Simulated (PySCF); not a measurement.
# Löwdin shares of the frontier orbitals

n-BuOMe, C5H12O.
Geometry (GFN2-xTB, Å), atoms numbered from 1 in this order:
```
atom  x, y, z in Å
C1    -2.3158    1.0628   -0.5184
C2    -1.2756    0.0874    0.0174
C3    -0.2814   -0.3331   -1.0621
C4     0.7811   -1.2915   -0.5147
O5     1.5452   -0.7735    0.5503
C6     2.4677    0.2195    0.1820
H7    -2.8805    0.6098   -1.3308
H8    -3.0122    1.3483    0.2665
H9    -1.8388    1.9648   -0.8970
H10   -0.7285    0.5458    0.8431
H11   -1.7749   -0.8019    0.4079
H12   -0.8055   -0.8397   -1.8752
H13    0.2011    0.5529   -1.4805
H14    0.2943   -2.1784   -0.0996
H15    1.4480   -1.6057   -1.3335
H16    3.0866    0.4023    1.0587
H17    1.9768    1.1547   -0.1092
H18    3.1035   -0.1181   -0.6461
```

Method used: TDDFT PBE0/def2-SVPD, vertical, gas phase, core orbitals frozen in the response (PySCF 2.14.0, density-fitted response routines).

Frontier orbitals with the atoms that hold most of them (Löwdin shares over 4%, at most four atoms; ? is withheld):

```json
{"orbital": "HOMO-3", "ε (eV)": "-9.45", "atoms": "C2 18%, C1 16%, C3 16%, O5 11%"}
{"orbital": "HOMO-2", "ε (eV)": "-9.22", "atoms": "C2 26%, C3 15%, C1 12%, H11 11%"}
{"orbital": "HOMO-1", "ε (eV)": "-8.69", "atoms": "?"}
{"orbital": "HOMO", "ε (eV)": "-7.32", "atoms": "?"}
{"orbital": "LUMO", "ε (eV)": "0.71", "atoms": "C6 15%, C1 10%, C3 9%, H17 8%"}
{"orbital": "LUMO+1", "ε (eV)": "1.24", "atoms": "C1 21%, H8 10%, C6 8%, H9 7%"}
{"orbital": "LUMO+2", "ε (eV)": "1.41", "atoms": "H14 12%, O5 12%, H11 11%, C4 9%"}
```

Problem. Give the leading atoms of the HOMO.

Solution. O5 (bonded to 2 C) 56%; C4 (bonded to C, O and 2 H) 9%; C6 (bonded to O and 3 H) 9%; C3 (bonded to 2 C and 2 H) 8%. By element: oxygen 56%, carbon 26% or more.

Problem. Give the leading atoms of the HOMO-1.

Solution. O5 (bonded to 2 C) 38%; C4 (bonded to C, O and 2 H) 12%; C3 (bonded to 2 C and 2 H) 9%; C6 (bonded to O and 3 H) 8%. By element: oxygen 38%, carbon 29% or more.

Problem. The HOMO–LUMO gap is 8.04 eV. Where does the response calculation put the lowest singlet, and from which orbitals?

Solution. S1 is at 6.90 eV (f = 0.014), 1.14 eV below the gap, made of HOMO→LUMO (93%). Without the coupling terms of the response equations the lowest excitation would equal the gap.

Problem. Give energy, strength and leading configuration of S1 and S6, and follow the Löwdin shares of the leading atoms from the occupied to the empty orbital.

Solution. 
- S1 (6.90 eV, f 0.014), HOMO→LUMO (93%): O5 56% → at most 8%, C4 9% → at most 8%, C6 9% → 15%, C1 at most 9% → 10%
- S6 (8.30 eV, f 0.0098), HOMO-1→LUMO (90%): O5 38% → at most 8%, C4 12% → at most 8%, C6 8% → 15%, C1 at most 8% → 10%

One conformer stands for the species.
